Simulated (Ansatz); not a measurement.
A nudged elastic band was laid between two geometries of CHNaS (4 atoms, charge 0, multiplicity 1).

Level of theory: RKS LDA/def2-SVP in Ansatz.

```json
{
  "movable images": "1",
  "climbing image": "yes",
  "spring": "5.0 eV/Å²",
  "optimiser": "quadratic models (default)",
  "start path": "through a guess of the saddle point",
  "force threshold": "0.05 eV/Å",
  "iteration limit": "60",
  "end points": "relaxed"
}
```

First end point:

```xyz
4
Properties=species:S:1:pos:R:3
Na 1.217 -0.139 1.490
C -0.185 -0.378 -0.236
S -0.188 1.290 -0.200
H -0.844 -0.773 -1.054
```

Last end point:

```xyz
4
Properties=species:S:1:pos:R:3
Na 1.613 0.009 1.980
C 0.236 -0.519 0.277
S -0.510 0.590 -0.612
H -1.339 -0.081 -1.645
```

Task: Which bonds break or form, and what moves?

Result: Bonds broken: C2–H4. Bonds formed: S3–H4.

Task: Give the energies along the band, and the barrier.

Result: The forces met the threshold. The highest image is number 1 of 0 to 2, 324.0 kJ/mol above the first end and 124.0 kJ/mol above the last; the last end lies 200.0 kJ/mol above the first. Neighbouring images differ by up to 3.4 eV, so the band resolves the path poorly. Another band between the same ends (7 images) ends at a top of the same energy, where a vibrational analysis finds 1 clearly imaginary mode. So few images can step over the top or miss a turn of the path. The orbitals stay closed-shell, which can raise the energy where a bond breaks towards radicals; this wasn't checked here.

```
image  path coordinate (Å)  energy (kJ/mol)  C2–H4 (Å)  S3–H4 (Å)
    0                 0.00              0.0       1.12       2.33
    1                 1.16            324.0       1.65       1.40
    2                 2.04            200.0       2.52       1.49
```

Task: What is the geometry of the highest image?

Result: 
```xyz
4
Properties=species:S:1:pos:R:3
Na 1.544 -0.313 1.887
C 0.071 -0.349 0.079
S -0.646 0.977 -0.770
H -0.969 -0.315 -1.196
```

The run took 9.6 s on 1 CPU thread of a shared host.
